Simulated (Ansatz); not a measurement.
`FC1=CC(F)S1`, 8 atoms. Total charge 0; spin multiplicity 1. All runs use 4 threads of an Intel Xeon 6975P-C on a shared host. Correlated methods freeze the cores.

Problem. How many basis functions does each run have, and how long does it take in Ansatz? RKS SPW92 (LDA)/def2-TZVPP energy; RKS PBE0-D4/def2-SVP energy; RKS PBE0-D4/def2-TZVP relaxation (7 steps); RKS CAM-B3LYP-D4/def2-TZVPP energy; direct RPA on PBE orbitals/def2-TZVPP energy; RKS B97M-V/def2-TZVPP energy; RHF-CCSD(T)/def2-SVP energy; RKS PBE0-D4/def2-QZVPP energy; RKS PBE0-D4/def2-TZVP frequencies; RKS r2SCANh-D4/def2-TZVPP energy; RKS ωB97M-V/def2-SVP energy; RHF-CCSD(T)/def2-TZVPP energy. (Estimate.)

Solution. The calculation gave: Other jobs shared the machine, so times are rough.

```json
{"level": "RKS PBE0-D4/def2-SVP", "job": "energy", "functions": "98", "wall time": "0.6 s", "peak host memory (GiB)": "0.19"}
{"level": "RKS SPW92 (LDA)/def2-TZVPP", "job": "energy", "functions": "225", "wall time": "0.7 s", "peak host memory (GiB)": "0.28"}
{"level": "RKS CAM-B3LYP-D4/def2-TZVPP", "job": "energy", "functions": "225", "wall time": "1.9 s", "peak host memory (GiB)": "0.59"}
{"level": "RKS ωB97M-V/def2-SVP", "job": "energy", "functions": "98", "wall time": "2.1 s", "peak host memory (GiB)": "0.28"}
{"level": "RKS r2SCANh-D4/def2-TZVPP", "job": "energy", "functions": "225", "wall time": "2.2 s", "peak host memory (GiB)": "0.56"}
{"level": "RHF-CCSD(T)/def2-SVP", "job": "energy", "functions": "98", "wall time": "2.5 s", "peak host memory (GiB)": "0.43"}
{"level": "direct RPA on PBE orbitals/def2-TZVPP", "job": "energy", "functions": "225", "wall time": "2.5 s", "peak host memory (GiB)": "0.51"}
{"level": "RKS B97M-V/def2-TZVPP", "job": "energy", "functions": "225", "wall time": "3.2 s", "peak host memory (GiB)": "0.36"}
{"level": "RKS PBE0-D4/def2-QZVPP", "job": "energy", "functions": "415", "wall time": "3.6 s", "peak host memory (GiB)": "1.3"}
{"level": "RKS PBE0-D4/def2-TZVP", "job": "relaxation (7 steps)", "functions": "204", "wall time": "16 s", "peak host memory (GiB)": "0.55"}
{"level": "RHF-CCSD(T)/def2-TZVPP", "job": "energy", "functions": "225", "wall time": "32 s", "peak host memory (GiB)": "4.3"}
{"level": "RKS PBE0-D4/def2-TZVP", "job": "frequencies", "functions": "204", "wall time": "64 s", "peak host memory (GiB)": "0.56"}
```
